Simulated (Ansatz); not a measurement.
# BCCl (triplet): from Hartree-Fock to the top rungs, cc-pVDZ

Aim: climb from Hartree-Fock through coupled cluster and multireference methods for BCCl (triplet) at one geometry and basis, and see what each rung misses.

Computed with Ansatz 0.2.0, Gaussian basis. Level: cc-pVDZ, core rule «outside noble gas», up to 7 orbitals frozen.

To be run: UHF; CCSD(T) on ROHF; CCSD(T) on UHF; BCCD(T) on ROHF; CISD; CCSDT(Q) on ROHF; CCSDT(Q) on UHF; CASSCF and MRCISD+Q, 12 electrons in 11 orbitals; CASSCF and NEVPT2, 12 electrons in 11 orbitals.

25 further runs of the same task are left out: 12 that didn't finish, 13 set aside as unsound or not needed.

**1. The system**

The geometry is a PBE0/def2-TZVP stationary point (not a proven minimum).

3 atoms, charge 0, spin multiplicity 3.

Atoms are counted from 1 here; the program's logs count them from 0.

Bond lengths: C1–B2 1.456 Å, B2–Cl3 1.674 Å. Angles: C1–B2–Cl3 180.0°.

**2. UHF**

The input, in.yaml:

```yaml
crystal:
  periodic: [false, false, false]
  atoms:
    - {symbol: C, position_ang: [0.000000, 0.000000, -1.528560]}
    - {symbol: B, position_ang: [0.000000, 0.000000, -0.072637]}
    - {symbol: Cl, position_ang: [0.000000, 0.000000, 1.601197]}
basis:
  gaussian: {orbitals: cc-pVDZ}
magnetization: {spin_polarized: true, initial_magnetization: 2}
hamiltonian: {xc: hf}
output: {orbitals: {seedname: orbitals}}
```

Run with:

```bash
$ ansatz run in.yaml --threads 1 --pin off --events-out ev --progress --plain --max-ram 2393MiB
```

The runs that follow: CCSD(T) on ROHF; CCSD(T) on UHF; BCCD(T) on ROHF; CISD; CCSDT(Q) on ROHF; CCSDT(Q) on UHF; CASSCF and MRCISD+Q, 12 electrons in 11 orbitals; CASSCF and NEVPT2, 12 electrons in 11 orbitals.

Before running them: what should the planned runs give, taken together? Wanted: UCCSDT(Q) below the RHF energy; RMP2 from UCCSDT(Q); UMP2 from UCCSDT(Q); RCCSD from UCCSDT(Q); RCCSD(T) from UCCSDT(Q); UCCSD(T) from UCCSDT(Q); RCCSDT(Q) from UCCSDT(Q); NEVPT2 valence from UCCSDT(Q); MRCISD+Q valence from UCCSDT(Q).

The runs gave:

| quantity | value |
| --- | --- |
| UCCSDT(Q) below the RHF energy | -8.9238 eV |
| RMP2 from UCCSDT(Q) | +122.8 kJ/mol |
| UMP2 from UCCSDT(Q) | +123.5 kJ/mol |
| RCCSD from UCCSDT(Q) | +33.6 kJ/mol |
| RCCSD(T) from UCCSDT(Q) | +6.1 kJ/mol |
| UCCSD(T) from UCCSDT(Q) | +6.1 kJ/mol |
| RCCSDT(Q) from UCCSDT(Q) | +0.3 kJ/mol |
| NEVPT2 valence from UCCSDT(Q) | +117.0 kJ/mol |
| MRCISD+Q valence from UCCSDT(Q) | +3.3 kJ/mol |
| levels within 1 kcal/mol (43 meV) | RCCSDT, UCCSDT, RCCSDT(Q), MRCISD+Q valence |
| T1 diagnostic | 0.020 |
| effectively unpaired electrons | 2.03 |

**Reading.** RCCSD(T) misses by +6.1 kJ/mol, 0.7 % of the correlation energy. One determinant dominates. Of the multireference levels listed MRCISD+Q valence comes nearest in total energy (+3.3 kJ/mol), which doesn't show that its space is the better one. These misses are within one basis, not against nature; the frozen cores of restricted and unrestricted runs differ, which can shift their rows.
